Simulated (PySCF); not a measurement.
## Name the molecule from its bond curve

A diatomic of charge 0 contains Cl. Its singlet curve at B97-3 in a triple-zeta basis (spin-free X2C with a Gaussian nucleus, PySCF), in eV from the separated fragments:

```tsv
R (Å)	E (eV)
1.397	-1.391
1.462	-2.066
1.527	-2.442
1.575	-2.579
1.624	-2.623
1.673	-2.595
1.738	-2.473
1.819	-2.228
1.916	-1.850
2.046	-1.286
```

The fit gives ωe = 810 cm⁻¹ and the rotational constant Bₑ = 0.5171 cm⁻¹.

Problem. Which atom is the partner?

Solution. The minimum lies at 1.627 Å, so the reduced mass is 16.8576 u Å² cm⁻¹/(Bₑ·Re²) = 12.32 u. With Cl at 34.97 u the partner weighs about 19.0 u: F. The molecule is ClF.
